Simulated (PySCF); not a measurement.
propene (C3H6), SMILES C=CC.

Coordinates come from a r2SCAN-D4/def2-TZVP optimisation.

Level of theory: r2SCAN-D4/def2-TZVP (PySCF).

Harmonic, unscaled wavenumbers; measured fundamentals usually lie a few per cent lower.

Question: Estimate the vibrational spectrum. (An estimate is asked for; the answer gives what the named calculation found.)

Answer: 
| mode | ν (cm⁻¹) | IR (km/mol) | moving atoms (share of kinetic energy) |
|---|---|---|---|
| 1 | 211 | 0.6 | H 86 %, C 14 % |
| 2 | 428 | 1.1 | C 52 %, H 48 % |
| 3 | 590 | 13.9 | H 83 %, C 17 % |
| 4 | 927 | 49.2 | H 73 %, C 27 % |
| 5 | 933 | 4.2 | C 64 %, H 36 % |
| 6 | 943 | 3.6 | H 87 %, C 13 % |
| 7 | 1031 | 12.5 | H 96 % |
| 8 | 1063 | 2.8 | H 61 %, C 39 % |
| 9 | 1191 | 0.4 | H 51 %, C 49 % |
| 10 | 1327 | 0.1 | H 80 %, C 20 % |
| 11 | 1394 | 2.5 | H 81 %, C 19 % |
| 12 | 1443 | 1.3 | H 83 %, C 17 % |
| 13 | 1472 | 8.2 | H 96 % |
| 14 | 1487 | 17.5 | H 94 % |
| 15 | 1705 | 17.3 | C 85 %, H 15 % |
| 16 | 3018 | 25.2 | H 97 % |
| 17 | 3071 | 17.1 | H 91 %, C 9 % |
| 18 | 3106 | 3.4 | H 91 %, C 9 % |
| 19 | 3127 | 38.6 | H 93 % |
| 20 | 3132 | 4.5 | H 93 % |
| 21 | 3221 | 17.3 | H 90 %, C 10 % |
